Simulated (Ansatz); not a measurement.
The same path of ClH3Si + H3N (9 atoms, charge 0, multiplicity 1) was run twice with different band settings. Lost on the way: Si1–Cl2, N6–H9. Made: Si1–N6, Cl2–H9.

Method: RKS BLYP/def2-SVP in Ansatz.

Relaxed end points:

```xyz
9
Properties=species:S:1:pos:R:3
Si 0.458 0.027 -0.053
Cl 0.660 -0.119 2.043
H 1.865 0.036 -0.580
H -0.193 1.314 -0.433
H -0.240 -1.172 -0.600
N -2.528 -0.002 0.994
H -3.266 -0.671 0.727
H -3.014 0.893 1.157
H -2.192 -0.305 1.920
```

```xyz
9
Properties=species:S:1:pos:R:3
Si -0.426 0.027 -0.463
Cl -0.398 0.389 3.495
H 0.633 -0.962 -0.096
H 0.057 1.435 -0.324
H -0.832 -0.207 -1.893
N -1.755 -0.180 0.710
H -2.152 -1.126 0.778
H -2.535 0.487 0.629
H -1.042 0.136 2.338
```

Common settings: movable images 9; climbing image yes; optimiser quadratic models (default); start path through a guess of the saddle point; force threshold 0.05 eV/Å; iteration limit 60; end points relaxed.

| run | spring |
| --- | --- |
| 1 | 5.0 eV/Å² |
| 2 | 2.0 to 10.0 eV/Å², energy-weighted |

Task: What does each run give, and how far can it be trusted?

Result: Run 1: converged after 17 iterations, highest image 0.720 eV above the first end. A vibrational analysis at the climbing image gives one clearly imaginary mode, 129i cm⁻¹: a first-order saddle point.
Run 2: converged after 18 iterations, highest image 0.719 eV above the first end. Another band between the same ends (9 images) ends at a top of the same energy, where a vibrational analysis finds 1 clearly imaginary mode.
The orbitals stay closed-shell, which can raise the energy where a bond breaks towards radicals; this wasn't checked here.
